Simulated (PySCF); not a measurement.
## P: ionisation energy

P [Ne] 3s2 3p3 (4S) → P⁺ [Ne] 3s2 3p2 (3P), as a difference of total energies. All numbers are calculated (PySCF 2.14, scalar relativity by spin-free X2C-1e, in x2c-QZVPPall (9s6p4d2f1g, 70 functions)). Correlated levels: valence and next inner shell: 1s2 frozen. The calculations carry no spin-orbit coupling.

```csv
method,ionisation energy (eV)
UHF,9.893
MP2 (valence and next inner shell),10.509
SCS-MP2 (valence and next inner shell),10.329
CCSD (valence and next inner shell),10.430
CCSD(T) (valence and next inner shell),10.480
```

Task: How much does correlation contribute at CCSD(T) (valence and next inner shell)?

Result: 10.480 − (9.893) = 0.587 eV, measured against UHF.

A first-order spin-orbit estimate (lowest level to lowest level, LS coupling) adds -0.035 eV.

Errors of the correlated levels include the incompleteness of this basis and the frozen core.

For comparison: 10.487 eV (measured; NIST Atomic Spectra Database, ionization energies).
